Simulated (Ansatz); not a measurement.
A run of Ansatz (development build ahead of 0.2.0) on singlet C₆H₆ at this shape:

```xyz
12

C     1.3949    0.0000    0.0000
C     0.6975    1.2081    0.0000
C    -0.6975    1.2081    0.0000
C    -1.3949    0.0000    0.0000
C    -0.6975   -1.2081    0.0000
C     0.6975   -1.2081    0.0000
H     2.4880    0.0000    0.0000
H     1.2440    2.1546    0.0000
H    -1.2440    2.1546    0.0000
H    -2.4880    0.0000    0.0000
H    -1.2440   -2.1546    0.0000
H     1.2440   -2.1546    0.0000
```

Its results:

```json
{
  "Converged": "yes",
  "Reference energy": "-230.78278 hartree",
  "Correlation energy": "-0.93250 hartree",
  "Total energy": "-231.71528 hartree",
  "Spin squared of the determinant": "0.000"
}
```

**Question.** Which input gives this output? Name the method, the orbitals and the basis set, and write the input.

**Answer.** RHF-MP2 in def2-TZVP. An unrestricted run that stays on the closed shell gives the same numbers.

```yaml
crystal:
  periodic: [false, false, false]
  atoms:
    - { symbol: C, position_ang: [1.39494, 0.0, 0.0] }
    - { symbol: C, position_ang: [0.69747, 1.20805, 0.0] }
    - { symbol: C, position_ang: [-0.69747, 1.20805, 0.0] }
    - { symbol: C, position_ang: [-1.39494, 0.0, 0.0] }
    - { symbol: C, position_ang: [-0.69747, -1.20805, 0.0] }
    - { symbol: C, position_ang: [0.69747, -1.20805, 0.0] }
    - { symbol: H, position_ang: [2.48795, 0.0, 0.0] }
    - { symbol: H, position_ang: [1.24397, 2.15462, 0.0] }
    - { symbol: H, position_ang: [-1.24397, 2.15462, 0.0] }
    - { symbol: H, position_ang: [-2.48795, 0.0, 0.0] }
    - { symbol: H, position_ang: [-1.24397, -2.15462, 0.0] }
    - { symbol: H, position_ang: [1.24397, -2.15462, 0.0] }
basis:
  gaussian: { orbitals: def2-TZVP }
hamiltonian:
  xc: hf
correlation:
  method: mp2
  frozen_orbitals: { C: 1, H: 0 }
```
